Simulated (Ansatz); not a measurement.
# C2H3B: how energies converge with the basis set

The task here is to estimate one member of a computed series from the others.

The runs use Ansatz 0.2.0, Gaussian basis; one geometry, several basis sets.

Levels to be run: PBE0-D4/def2-SVP; ωB97M-V/def2-SVP; PBE0-D4/def2-QZVPP; ωB97M-V/def2-QZVPP; CCSD(T)/cc-pV(D+d)Z; CCSD(T)/cc-pV(T+d)Z; CCSD(T)/cc-pV(Q+d)Z; the functionals' def2-TZVPP values are taken from earlier runs.

## Structure used throughout

The geometry comes from an earlier relaxation with PBE0-D4 in a triple-zeta def2 set; it is a stationary point.

SMILES `B1C=C1`, 6 atoms, charge 0, spin multiplicity 1.

Atoms are counted from 1 here; the program's logs count them from 0.

Bond lengths: B1–C2 1.467 Å, B1–C3 1.467 Å, B1–H4 1.182 Å, C2–C3 1.346 Å, C2–H5 1.081 Å, C3–H6 1.081 Å. Angles: C2–B1–C3 54.6°, C2–B1–H4 152.7°, C3–B1–H4 152.7°, B1–C2–C3 62.7°, B1–C2–H5 158.3°, C3–C2–H5 139.0°, B1–C3–C2 62.7°, B1–C3–H6 158.4°, C2–C3–H6 138.9°.

The first run:

The input, in.yaml:

```yaml
crystal:
  periodic: [false, false, false]
  atoms:
    - {symbol: B, position_ang: [-0.871411, 0.038415, -0.235146]}
    - {symbol: C, position_ang: [0.552788, -0.100720, -0.557709]}
    - {symbol: C, position_ang: [0.224421, 0.036744, 0.740000]}
    - {symbol: H, position_ang: [-2.013922, 0.102257, -0.530993]}
    - {symbol: H, position_ang: [1.438253, -0.222388, -1.166476]}
    - {symbol: H, position_ang: [0.711972, 0.081692, 1.704224]}
basis:
  gaussian: {orbitals: def2-SVP}
hamiltonian: {xc: pbe0, dispersion: d4}
output: {orbitals: {seedname: orbitals}}
```

The run is started by

```sh
$ ansatz run in.yaml --threads 2 --pin off --events-out ev --progress --plain --max-ram 4352MiB
```

Steps of the session up to this table: PBE0-D4 in def2-SVP; ωB97M-V in def2-SVP; PBE0-D4 in def2-QZVPP; ωB97M-V in def2-QZVPP.

One table of the session follows, with a row left open; its other results are not shown here.

```
functional       basis  HOMO (eV)  LUMO (eV)
   PBE0-D4    def2-SVP      -8.00      -0.11
   PBE0-D4  def2-TZVPP      -8.02      -0.27
   PBE0-D4  def2-QZVPP      -8.03      -0.33
   ωB97M-V    def2-SVP     -10.26       2.24
   ωB97M-V  def2-TZVPP          ?          ?
   ωB97M-V  def2-QZVPP     -10.31       1.77
```

Estimate the missing values for ωB97M-V, def2-TZVPP.

The run gave: HOMO (eV): -10.30; LUMO (eV): 1.93. In the column «HOMO (eV)» it lies between ωB97M-V, def2-QZVPP (-10.31) and ωB97M-V, def2-SVP (-10.26).
